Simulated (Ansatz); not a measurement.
# SiHO+ (triplet): wave-function methods side by side, def2-TZVPP

One table from this session's results is given with a row withheld; the runs are named, their logs left out.

Method: def2-TZVPP, core rule «outside noble gas», up to 6 orbitals frozen; program: Ansatz 0.2.0, Gaussian basis.

The runs, in order: UHF; ROHF; CCSD(T) on UHF.

## What is computed

The geometry is a PBE0/def2-TZVP stationary point (not a proven minimum) of the parent state, kept for this charge and spin.

3 atoms, charge 1, spin multiplicity 3.

Atoms are counted from 1 here; the program's logs count them from 0.

Bond lengths: Si1–O2 1.728 Å, Si1–H3 1.496 Å. Angles: O2–Si1–H3 115.5°.

Set-up of the first run:

Contents of in.yaml:

```yaml
crystal:
  periodic: [false, false, false]
  atoms:
    - {symbol: Si, position_ang: [0.000000, -0.094440, 0.592147]}
    - {symbol: O, position_ang: [0.000000, 0.091474, -1.126196]}
    - {symbol: H, position_ang: [0.000000, 1.179495, 1.376770]}
basis:
  gaussian: {orbitals: def2-TZVPP}
total_charge: 1
magnetization: {spin_polarized: true, initial_magnetization: 2}
hamiltonian: {xc: hf}
output: {orbitals: {seedname: orbitals}}
```

Started as:

```sh
> ansatz run in.yaml --threads 1 --pin off --events-out ev --progress --plain --max-ram 2816MiB --backend cpu
```

Among the steps run: UHF; ROHF; CCSD(T) on UHF.

One table of the session follows, with a row left open; its other results are not shown here.

| method | from UCCSD(T) (meV) |
| --- | --- |
| ROHF | +8080.1 |
| UHF | +7871.0 |
| UMP2 | +946.5 |
| UCCSD | ? |
| UCCSD(T) | 0 |

Estimate the missing values for UCCSD.

As computed: from UCCSD(T) (meV): +283.7. In the column «from UCCSD(T) (meV)» it lies between UCCSD(T) (0) and UMP2 (+946.5).
